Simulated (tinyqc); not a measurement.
CCD on RHF in the sto-6g basis, frozen core, for H2O, spin multiplicity 1, step by step. One step of it, computed by the program tinyqc.

Problem. CCD: starting amplitudes. t_ij^ab = <ij||ab> / (e_i + e_j - e_a - e_b), whose energy is MP2.

orbital energies (hartree): MO1 -20.519841, MO2 -1.232696, MO3 -0.567810, MO4 -0.450061, MO5 -0.394384, MO6 0.505295, MO7 0.614989

Two-electron integrals over orbitals (pq|rs), unique and non-zero (hartree); the lowest 1 orbital is frozen and left out:
```
(22|22) 0.726787    (32|22) -0.000922   (32|32) 0.134539    (33|22) 0.626354
(33|32) 0.000281    (33|33) 0.607447    (42|22) -0.016552   (42|32) -0.000395
(42|33) 0.004192    (42|42) 0.129255    (43|22) -0.001478   (43|32) 0.025327
(43|33) -0.000963   (43|42) 0.001739    (43|43) 0.053248    (44|22) 0.667963
(44|32) 0.001748    (44|33) 0.577788    (44|42) -0.098037   (44|43) -0.001491
(44|44) 0.727227    (52|52) 0.149029    (53|52) 0.000887    (53|53) 0.027263
(54|52) -0.045188   (54|53) -0.000485   (54|54) 0.050682    (55|22) 0.754112
(55|32) 0.001017    (55|33) 0.611826    (55|42) -0.077910   (55|43) -0.002069
(55|44) 0.703443    (55|55) 0.880663    (62|22) -0.137382   (62|32) -0.002413
(62|33) -0.070680   (62|42) -0.028127   (62|43) 0.001256    (62|44) -0.071267
(62|55) -0.147968   (62|62) 0.097885    (63|22) -0.006759   (63|32) 0.037175
(63|33) -0.004188   (63|42) 0.002920    (63|43) 0.034974    (63|44) -0.004599
(63|55) -0.007947   (63|62) 0.003860    (63|63) 0.073276    (64|22) -0.117062
(64|32) 0.002762    (64|33) -0.047222   (64|42) 0.045249    (64|43) 0.002118
(64|44) -0.129960   (64|55) -0.139404   (64|62) 0.060653    (64|63) 0.006385
(64|64) 0.088959    (65|52) -0.053470   (65|53) -0.001178   (65|54) -0.003572
(65|65) 0.035466    (66|22) 0.602403    (66|32) 0.006742    (66|33) 0.558046
(66|42) 0.050910    (66|43) 0.004743    (66|44) 0.548452    (66|55) 0.583296
(66|62) -0.095670   (66|63) 0.003439    (66|64) -0.049649   (66|66) 0.590985
(72|22) -0.006788   (72|32) 0.050445    (72|33) -0.002343   (72|42) -0.000046
(72|43) -0.031992   (72|44) -0.004399   (72|55) -0.007207   (72|62) 0.001682
(72|63) -0.031604   (72|64) 0.003341    (72|66) -0.004594   (72|72) 0.066072
(73|22) 0.156536    (73|32) 0.003444    (73|33) 0.089596    (73|42) -0.078498
(73|43) 0.000021    (73|44) 0.147280    (73|55) 0.198245    (73|62) -0.071351
(73|63) -0.002835   (73|64) -0.094652   (73|66) 0.042689    (73|72) -0.004646
(73|73) 0.157961    (74|22) -0.002196   (74|32) -0.074370   (74|33) -0.001341
(74|42) 0.000259    (74|43) -0.008936   (74|44) -0.003686   (74|55) -0.003234
(74|62) 0.002738    (74|63) -0.051357   (74|64) -0.000978   (74|66) -0.006437
(74|72) -0.016695   (74|73) -0.004892   (74|74) 0.070552    (75|52) -0.002547
(75|53) 0.023807    (75|54) 0.000194    (75|65) 0.000506    (75|75) 0.024686
(76|22) 0.000822    (76|32) -0.089449   (76|33) -0.000746   (76|42) 0.002241
(76|43) -0.058043   (76|44) -0.002579   (76|55) -0.000673   (76|62) -0.001268
(76|63) -0.065336   (76|64) -0.003501   (76|66) -0.007684   (76|72) 0.005959
(76|73) -0.005054   (76|74) 0.060269    (76|76) 0.113823    (77|22) 0.613149
(77|32) -0.007690   (77|33) 0.591566    (77|42) -0.016480   (77|43) -0.005185
(77|44) 0.587064    (77|55) 0.612460    (77|62) -0.064387   (77|63) -0.009291
(77|64) -0.047094   (77|66) 0.556424    (77|72) -0.002862   (77|73) 0.092209
(77|74) 0.004348    (77|76) 0.007903    (77|77) 0.603414
```

Give: Starting amplitudes; correlation energy.

Solution.

Starting amplitudes (spin orbitals 1a, 1b, ...; amplitudes related by a flip of all spins are not repeated; the 24 largest):
```
from      to          t
3a 3b  7a 7b     -0.067
4a 4b  6a 6b     -0.047
3a 4b  6b 7a     -0.044
3a 3b  6a 6b     -0.034
4a 4b  7a 7b     -0.033
2a 2b  6a 6b     -0.028
2a 3b  6a 7b      0.024
3a 4b  6a 7b      0.024
2a 4b  6a 6b     -0.023
3a 4a  6a 7a     -0.020
5a 5b  6a 6b     -0.020
2a 2b  7a 7b     -0.018
2a 3a  6a 7a      0.014
5a 5b  7a 7b     -0.012
2a 3b  6b 7a     -0.011
2a 4b  7a 7b      0.006
3a 4b  6a 6b  -3.15e-03
3a 4b  7a 7b   2.18e-03
2a 3b  7a 7b   1.53e-03
2a 3b  6a 6b  -1.37e-03
3a 3b  6a 7b   1.26e-03
2a 4b  6b 7a   1.19e-03
2a 4b  6a 7b  -9.77e-04
4a 4b  6a 7b   4.84e-04
```

correlation energy = -0.04535 hartree
